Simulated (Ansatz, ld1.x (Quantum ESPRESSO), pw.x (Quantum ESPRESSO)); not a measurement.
# Sn (Z = 50): does the ultrasoft potential hold in the solid?

- Element: tin
- Generator: ld1.x (Quantum ESPRESSO) 7.5
- Type: ultrasoft
- Functional: PBEsol
- Relativity: scalar-relativistic
- Frozen core: [Kr] 4d10
- Valence charge: 4
- Reference configuration: 5s2 5p2
- Partial waves: 5s (bound): rcut 1.50, rcutus 1.90 bohr; 5s channel at 1.25 Ry: rcut 1.50, rcutus 1.90 bohr; 5p (bound): rcut 2.55, rcutus 2.70 bohr; 5p channel at 1.3 Ry: rcut 2.55, rcutus 2.70 bohr; 5d channel at 0.5 Ry: rcut 2.00, rcutus 2.50 bohr
- Local potential: all-electron potential smoothed inside 2.30 bohr (lloc = -1)
- Core correction: Bessel-smoothed model core inside 1.40 bohr
- Augmentation charge: PSQ, radius 1.10 bohr

Crystal test: bcc Sn in pw.x 7.5, no spin, 12³ k-points, Fermi–Dirac smearing 0.01 Ry, cutoffs 40/580 Ry. The reference is all-electron LAPW (Ansatz 0.2.0) with the same functional, mesh and smearing; V0 and B0 come from Birch–Murnaghan fits to the pressures at five volumes. Errors are pseudo minus all-electron; Δ is the rms difference of the E(V) curves that follow from these fits, minima aligned, over ±6 % about the mean V0. Mesh and smearing are coarse, so the numbers serve the comparison and aren't converged zero-temperature values; the lattice is a test structure that the element need not adopt.

All-electron: a0 = 3.738 Å (V0 = 26.10 Å³/atom), B0 = 55.2 GPa.

Problem. How far does the potential miss the all-electron equation of state?

Solution. mean pressure error (GPa): -0.44; a0 (Å): 3.727; a0 error (%): -0.27; B0 error (%): +2.2; Δ (meV/atom): 2.5. Atomic configuration tests: test run stopped at test 1 of 7 (negative rho).

```
V (Å³/atom)  P all-electron (GPa)  P pseudo (GPa)
     24.912                  2.89            2.40
     25.567                  1.21            0.74
     26.223                 -0.25           -0.69
     26.879                 -1.50           -1.92
     27.534                 -2.59           -2.99
```

Problem. At the middle volume, how do free energy and pressure move when the wave cutoff is lowered (ecutrho held at 580 Ry)?

Solution.

```csv
cutoff (Ry),shift of F (meV/atom),shift of P (GPa)
24,+2.2,-0.03
```

The run at the middle volume (72 k-points, 35 iterations) took about 25 s on one core of a shared host (Neoverse-V1, 64 threads, 495 GiB, load 11).
